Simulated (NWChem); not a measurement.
## Total energies of F (-1)

```xyz
1

F      0.0000     0.0000     0.0000
```
Charge -1, spin multiplicity 1.

Program: NWChem.

Basis set: aug-cc-pVDZ (23 functions).

| method | total energy (Ha) |
|---|---|
| RHF | -99.42828 |
| MP2 | -99.66595 |
| B2PLYP | -99.80211 |
| PBE | -99.77463 |
| B3LYP | -99.87037 |
| M06-2X | -99.82320 |
| CCSD(T) | -99.66863 |

Total energies of different functionals aren't comparable as a measure of quality: only differences taken within one method are. 

The correlated methods keep 1 core orbital frozen. B3LYP has NWChem's definition, with VWN1-RPA local correlation. Coupled-cluster values serve here as a point of comparison, not as the truth.
